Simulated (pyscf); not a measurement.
Structures and frequencies: ωB97X-D3(BJ)/def2-SVP in PySCF.

Problem. For the elementary gas-phase step `[CH4]` + `[SiH4]` → `[CH3][SiH3]` + `[H][H]` (singlet surface; C–H, H–Si broken, C–Si, H–H formed), what barrier and reaction energy does ωB97M-D3(BJ)/def2-TZVP give, measured from the separated reactants?

Solution. ΔE‡ = 3.42 eV, ΔE = +0.30 eV. Zero-point energy shifts the barrier by -0.02 eV. It is a four-centre exchange, with an imaginary mode of 1724i cm⁻¹. At the saddle there is also a short H–Si contact that neither side keeps. One saddle was located; it need not be the lowest between these sides.
